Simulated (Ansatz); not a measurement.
A run of Ansatz (development build ahead of 0.2.0) on singlet CH₃F at this shape:

```xyz
5

C     0.0000    0.0000   -0.6682
F     0.0000    0.0000    0.8043
H     0.0000   -1.1189   -1.0763
H    -0.9690    0.5595   -1.0763
H     0.9690    0.5595   -1.0763
```

Its results:

```
Converged                       : yes
Reference energy                : -139.01826 hartree
Correlation energy              : -0.34224 hartree
Total energy                    : -139.36050 hartree
Spin squared of the determinant : 0.000
```

**Question.** Which input gives this output? Name the method, the orbitals and the basis set, and write the input.

**Answer.** RHF-MP2 in cc-pVDZ. An unrestricted run that stays on the closed shell gives the same numbers.

```yaml
crystal:
  periodic: [false, false, false]
  atoms:
    - { symbol: C, position_ang: [0.0, 0.0, -0.66823] }
    - { symbol: F, position_ang: [0.0, 0.0, 0.80427] }
    - { symbol: H, position_ang: [0.0, -1.11891, -1.07634] }
    - { symbol: H, position_ang: [-0.96901, 0.55946, -1.07634] }
    - { symbol: H, position_ang: [0.96901, 0.55946, -1.07634] }
basis:
  gaussian: { orbitals: cc-pVDZ }
hamiltonian:
  xc: hf
correlation:
  method: mp2
  frozen_orbitals: { C: 1, F: 1, H: 0 }
```
